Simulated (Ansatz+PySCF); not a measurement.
Two shapes of singlet C₂H₆.

Shape 1:

```xyz
8

C     0.0000    0.0000   -0.7596
C     0.0000    0.0000    0.7596
H     0.0000   -1.0240   -1.1651
H    -0.8868    0.5120   -1.1651
H     0.8868    0.5120   -1.1651
H     0.0000    1.0240    1.1651
H    -0.8868   -0.5120    1.1651
H     0.8868   -0.5120    1.1651
```

Shape 2:

```xyz
8

C     0.0000    0.0000   -0.8203
C     0.0000    0.0000    0.8203
H     0.0000   -1.1059   -1.2583
H    -0.9577    0.5529   -1.2583
H     0.9577    0.5529   -1.2583
H     0.0000    1.1059    1.2583
H    -0.9577   -0.5529    1.2583
H     0.9577   -0.5529    1.2583
```

Basis set: def2-SVP (spherical functions). Frozen core: 2 orbitals. Charge 0, multiplicity 1.

Computed with Ansatz (development build ahead of 0.2.0); each method stands on the lowest determinant of its kind that the runs found.

(1) Which shape is lower in energy, and by how much in each method?

## Answers

(1)

```tsv
method	E(2) − E(1) (eV)
RHF	1.074
UHF	1.074
UHF-MP2	0.916
UHF-CCSD	0.861
UHF-CCSD(T)	0.827
```

Shape 1 is lower.
